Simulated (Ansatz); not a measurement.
# AlMgH2 (H-bridged), quartet: the ladder up to full CI

Geometry: displaced at random from a stationary point.

```
atom    x (Å)    y (Å)    z (Å)
  Al   0.0005   0.0631   1.2275
  Mg  -0.0003  -0.0106  -1.4759
   H   0.0477  -0.2771   2.7119
   H  -0.0551  -1.1555   0.0197
```

Basis 6-31G; Ansatz 0.2.0. Correlated methods freeze the noble-gas cores, which leaves 7 electrons in 20 orbitals. R marks a restricted (for open shells ROHF) determinant, U an unrestricted one. Active spaces: valence = (7e, 10o) chosen from the atoms' valence shells. The metal's outer-core shells are frozen, which leaves out core–valence correlation.

Full CI is exact within this basis and frozen core; it isn't the basis-set limit. The frozen core follows each run's orbitals, which can shift R against U totals by a few meV.

For open shells CISD is restricted-active-space CI with the open shells as a complete middle space.

```
UHF ⟨S²⟩                          : 3.754
T1 diagnostic (RCCSD)             : 0.0246
largest doubles amplitude (RCCSD) : 0.047
T1 diagnostic (UCCSD)             : 0.0234
```

```
   level  E − E(RHF) (eV)
     UHF          -0.0221
    RMP2          -1.0639
    UMP2          -1.0675
   RCCSD          -1.5519
   UCCSD          -1.5525
RCCSD(T)          -1.5856
UCCSD(T)          -1.5860
```

Question: Estimate how far full CI in 6-31G lies from RCCSD(T). The table doesn't fix it; the size of (T) and the diagnostics are the guide.

Answer: Full CI in 6-31G lies 0.42 kcal/mol below RCCSD(T), which is 54 % of the (T) step (-0.78 kcal/mol). The diagnostics give no warning, yet the rest is a sizeable part of (T).

The other levels:

```csv
level,E − E(full CI) (kcal/mol),share of correlation (%),wall time
CISD,1.98,94.66,0.3 s
BCCD(T),0.44,98.82,0.36 s
RCCSDT,0.03,99.93,–
UCCSDT,0.01,99.97,–
RCCSDT(Q),0.00,99.99,0.99 s
UCCSDT(Q),-0.01,100.04,0.99 s
RCCSDTQ,0.00,100.01,14 s
UCCSDTQ,-0.02,100.05,14 s
CASSCF (valence space),8.19,77.87,–
NEVPT2 (valence space),2.76,92.54,1.6 s
NEVPT4(SD) (valence space),0.63,98.31,3.4 s
MRCISD (valence space),0.34,99.08,–
MRCISD+Q (valence space),0.23,99.37,3.7 s
```

The correlation energy at full CI, counted from RHF, is -1.604 eV. That run took 14 s on 1 thread of AMD EPYC 9R45, shared host over 2,945,760 determinants.

Times hold each run's SCF and search for its determinant on a shared host, so for small cases they say little of a method's own cost; they ran on 1 thread of AMD EPYC 9R45.

The full-CI state has the irrep A of C1, in the program's axes.

Natural occupations of full CI about the gap: 1.963 1.954 0.994 0.987 0.982 0.034 0.023 0.021 0.014 0.010; effectively unpaired electrons, Σ n²(2−n)², 3.02.
